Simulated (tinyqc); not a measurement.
RHF in the sto-3g basis, for HF, spin multiplicity 1, step by step. One step of it, computed by the program tinyqc.

Question. Iteration 2: DIIS coefficients. Solve [B -1; -1 0][c; lambda] = [0; -1] for the coefficients, which sum to one.

B (overlaps of the stored error matrices):
$$\begin{pmatrix}
4.6924596e+00 & 7.7926886e-02 \\
7.7926886e-02 & 1.2855838e-01
\end{pmatrix}$$

Give: DIIS coefficients.

Answer.

DIIS coefficients: [0.0109, 0.9891]
